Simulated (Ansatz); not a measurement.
**AlCl₂ (doublet): from Hartree-Fock to the top rungs, def2-TZVPP**

One table from this session's results is given with a row withheld; the runs are named, their logs left out.

Computed with Ansatz 0.2.0, Gaussian basis. Level: def2-TZVPP, core rule «outside noble gas», up to 15 orbitals frozen.

The runs, in order: UHF; ROHF; CCSD(T) on UHF.

2 further runs of the same task are left out: 2 set aside as unsound or not needed.

## What is computed

The geometry is a PBE0/def2-TZVP stationary point (not a proven minimum).

3 atoms, charge 0, spin multiplicity 2.

Atoms are counted from 1 here; the program's logs count them from 0.

Bond lengths: Al1–Cl2 2.103 Å, Al1–Cl3 2.103 Å. Angles: Cl2–Al1–Cl3 119.0°.

The first run:

File in.yaml:

```yaml
crystal:
  periodic: [false, false, false]
  atoms:
    - {symbol: Al, position_ang: [0.000000, -0.773386, 0.000000]}
    - {symbol: Cl, position_ang: [0.000000, 0.294293, -1.811338]}
    - {symbol: Cl, position_ang: [0.000000, 0.294293, 1.811338]}
basis:
  gaussian: {orbitals: def2-TZVPP}
magnetization: {spin_polarized: true, initial_magnetization: 1}
hamiltonian: {xc: hf}
output: {orbitals: {seedname: orbitals}}
```

Launch:

```bash
$ ansatz run in.yaml --threads 1 --pin off --events-out ev --progress --plain --max-ram 4096MiB --backend cpu
```

Among the steps run: UHF; ROHF; CCSD(T) on UHF.

One of the session's tables, all rows but one given; the rest of the session is left out.

It belongs to the step «Misses and costs». 

```
  method  from UCCSD(T) (kJ/mol)
    ROHF                 +1257.8
     UHF                 +1255.4
    UMP2                  +143.0
   UCCSD                       ?
UCCSD(T)                       0
```

Q: Estimate the row for UCCSD from the others.

**Answer.** from UCCSD(T) (kJ/mol): +52.0. In the column «from UCCSD(T) (kJ/mol)» it lies between UCCSD(T) (0) and UMP2 (+143.0).

With the free atoms at the same levels and basis (separate runs), the atomisation energy is 8.028 eV at UCCSD(T), 7.042 eV at ROHF.
